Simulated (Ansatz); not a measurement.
```yaml
crystal:
  periodic: [false, false, false]
  atoms:
    - {symbol: C, position_ang: [0.539153, 0.858523, -0.996156]}
    - {symbol: h, position_ang: [0.516218, -0.072387, -0.076651]}
    - {symbol: Cl, position_ang: [1.930012, -0.998359, 0.440073]}
    - {symbol: C, position_ang: [-0.739962, -0.562580, 0.683203]}
    - {symbol: F, position_ang: [-1.831589, 0.124926, 0.378671]}
    - {symbol: H, position_ang: [-0.392783, 1.345578, -1.196588]}
    - {symbol: H, position_ang: [1.456285, 1.136467, -1.495293]}
    - {symbol: H, position_ang: [-0.874638, -1.611268, 0.530183]}
    - {symbol: H, position_ang: [-0.472850, -0.393260, 1.757001]}
basis:
  gaussian: {orbitals: def2-SVP}
hamiltonian: {xc: {name: BHLYP}}
accuracy: high
output: {forces: true}
```

```sh
$ ansatz run in.yaml --threads 2 --pin off --events-out ev --progress --plain --max-ram 4352MiB
```

Shortened log:

```
Error: YAML parse error: error: line 5 column 16: `h` is not an element symbol (H … Og, case-exact)
 --> <input>:5:16
3 |   atoms:
4 |     - {symbol: C, position_ang: [0.539153, 0.858523, -0.996156]}
5 |     - {symbol: h, position_ang: [0.516218, -0.072387, -0.076651]}
6 |     - {symbol: Cl, position_ang: [1.930012, -0.998359, 0.440073]}
7 |     - {symbol: C, position_ang: [-0.739962, -0.562580, 0.683203]}
```

Question: Something in this input is off. What?

Answer: An element symbol is wrong. The program refused the input.
